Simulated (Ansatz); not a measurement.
# HMgSi: the cost of one run

Method: def2-QZVPP, all electrons in the functionals; program: Ansatz 0.2.0, Gaussian basis.

To be run: PBE, BLYP, r2SCAN, B97M-V, PBE0, B3LYP, wB97M-V, at charge 0, doublet; charge 0, quartet; charge 1, singlet; charge 1, triplet.

2 further runs of the same task are left out: 2 set aside as unsound or not needed.

### Step 1. What is computed

The geometry is a PBE0/def2-TZVP stationary point (not a proven minimum).

3 atoms, charge 0, spin multiplicity 2.

Atoms are counted from 1 here; the program's logs count them from 0.

Bond lengths: Si1–Mg2 2.611 Å, Mg2–H3 1.710 Å. Angles: Si1–Mg2–H3 180.0°.

No dispersion term is added; B97M-V, wB97M-V hold VV10 nonlocal correlation. B3LYP takes the VWN-RPA correlation.

The geometry shown and the zero of energy belong to the point charge 0, doublet. The yardstick, UCCSD(T), and other wave-function levels (R restricted, U unrestricted, valence and pair active spaces) come from earlier runs.

### Step 2. PBE, charge 0, doublet

Contents of in.yaml:

```yaml
crystal:
  periodic: [false, false, false]
  atoms:
    - {symbol: Si, position_ang: [0.000000, 0.000000, 2.310310]}
    - {symbol: Mg, position_ang: [0.000000, 0.000000, -0.300285]}
    - {symbol: H, position_ang: [0.000000, 0.000000, -2.010025]}
basis:
  gaussian: {orbitals: "def2-QZVPP.json"}
magnetization: {spin_polarized: true, initial_magnetization: 1}
hamiltonian: {xc: {name: PBE}}
output: {orbitals: {seedname: orbitals}}
```

The run is started by

```bash
$ ansatz run in.yaml --threads 1 --pin off --events-out ev --progress --plain --max-ram 2393MiB
```

What time and memory should one allow on 1 thread of Arm Neoverse V1, shared host?

About 26 s, with a peak of 0.33 GiB.
